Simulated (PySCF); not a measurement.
Si(F)4 anion (F₄Si), SMILES F[Si](F)(F)F (connectivity only; charge and spin as stated), charge -1, multiplicity 2. The structure is a stationary point at PBE0-D3(BJ)/def2-SVPD. The multiplicity is an assumed one; other spin states were not compared. The isomer is the one that the SMILES or the coordinates give; other isomers of the formula were not compared.

Level of theory: PBE0-D3(BJ)/def2-SVPD in PySCF.

Harmonic wavenumbers (cm⁻¹): 179, 233, 306, 380, 395, 525, 757, 767, 791. Rotational constants (GHz): 5.191, 3.560, 2.866; symmetry number 2.

Work out the zero-point energy and the ideal-gas rigid-rotor harmonic-oscillator thermochemistry at 298.15 K and 1 atm.

ZPE = ½ Σ hcν = ½ × 4332 cm⁻¹ = 6.19 kcal/mol. H − E(el) = 10.21 kcal/mol. Entropy in cal/(mol K): translation 39.84, rotation 24.83, vibration 8.90, spin 1.38, total 74.95. G − E(el) = -12.13 kcal/mol. Cp = 19.56 cal/(mol K).
